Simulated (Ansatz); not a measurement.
Total energies of P3⁺ (the lowest singlet isomer of a short search) from Ansatz at r2SCAN-D4/def2-TZVP, gas phase (1 Eh = 27.2114 eV = 2625.5 kJ/mol). The reference geometry is relaxed at PBE0-D4/def2-TZVP.

Cartesian coordinates in Å:
```
P 0.5397 0.3934 1.0059
P -1.1857 -0.2279 0.0007
P 0.6460 -0.1654 -1.0066
```

| state | geometry | energy (Eh) |
| --- | --- | --- |
| charge 1 singlet | reference | -1023.71156 |
| charge 0 doublet | reference | -1023.98887 |
| charge 1 triplet | relaxed at PBE0-D4/def2-TZVP | -1023.64976 |
| charge 1 quintet | relaxed at PBE0-D4/def2-TZVP | -1023.54889 |

Task: Work out the vertical electron affinity, to the doublet.

Result: E(charge 1 singlet) − E(charge 0 doublet) = -1023.71156 − (-1023.98887) = 0.27731 Eh = 7.55 eV.

Task: Which of the charge 1 states is lowest, and how far above it are the others?

Result: The singlet. triplet: -1023.64976 − (-1023.71156) = 0.06180 Eh = 162.3 kJ/mol; quintet: -1023.54889 − (-1023.71156) = 0.16267 Eh = 427.1 kJ/mol.

The structure comes from a short search, and lower isomers may exist.
